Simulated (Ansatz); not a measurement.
Input file:

```yaml
crystal:
  periodic: [false, false, false]
  atoms:
    - {symbol: N, position_ang: [0.015632, 0.005551, -0.068847]}
    - {symbol: H, position_ang: [0.788945, 0.026949, 0.323159]}
    - {symbol: H, position_ang: [-0.555568, 0.789782, 0.306751]}
    - {symbol: H, position_ang: [-0.450604, -0.893873, 0.326814]}
basis:
  gaussian: {orbitals: def2-mTZVP}
magnetization: {spin_polarized: false}
correlation: {method: ccsdt_q_b, electrons: outside_noble_gas}
```

```sh
$ ansatz run in.yaml --threads 1 --pin off --events-out ev --progress --plain --max-ram 2393MiB
```

Output:

```
451 factors; integrals over basis functions are off by at most 1.9e-7 eV
mean field evaluation 1: about -1526.6847 eV, gradient 3.2e1 eV
mean field evaluation 2: about -1526.6843 eV, gradient 3.2e1 eV
mean field evaluation 4: about -1528.7004 eV, gradient 1.6e0 eV
mean field evaluation 8: about -1528.7120 eV, gradient 5.4e-4 eV
mean field evaluation 16: about -1528.7116 eV, gradient 2.7e-1 eV
mean field -1528.71201126 eV, -56.1791302156 hartree, gradient 2.7e-6 eV, S^2 0.000000; 0 other end points of the search recorded, 0 dependent functions left out
1 core orbitals not correlated: weight in the atoms' cores, before any rotation towards them, 1.000 or more for the frozen orbitals, at most 0.000 for the correlated occupied ones
reference -1528.71201126 eV, -56.1791302156 hartree; 4, 4 occupied and 23, 23 virtual orbitals, 451 factors
second order -4.91050971 eV of doubles, -0.00000000 eV of singles
cycle   1  -5.14043742 eV  change   -2.3e-1 eV  update   4.8e-2
cycle   2  -5.35681942 eV  change   -2.2e-1 eV  update   1.8e-2
cycle   3  -5.41874514 eV  change   -6.2e-2 eV  update   6.9e-3
cycle   4  -5.41478520 eV  change    4.0e-3 eV  update   1.4e-3
cycle   5  -5.41516978 eV  change   -3.8e-4 eV  update   5.9e-4
cycle   6  -5.41567872 eV  change   -5.1e-4 eV  update   2.0e-4
cycle   7  -5.41567609 eV  change    2.6e-6 eV  update   9.3e-5
cycle   8  -5.41563844 eV  change    3.8e-5 eV  update   3.8e-5
cycle   9  -5.41563630 eV  change    2.1e-6 eV  update   1.1e-5
cycle  10  -5.41563250 eV  change    3.8e-6 eV  update   4.0e-6
cycle  11  -5.41563595 eV  change   -3.4e-6 eV  update   1.2e-6
cycle  12  -5.41563600 eV  change   -4.2e-8 eV  update   2.8e-7
perturbative correction -0.00660262 eV, -0.0002426417 hartree
Total energy: -1534.13424987 eV, -56.3783938093 hartree
```

Ran on 1 thread of Arm Neoverse V1, shared host: 1.3 s wall, 0.17 GiB peak host memory.
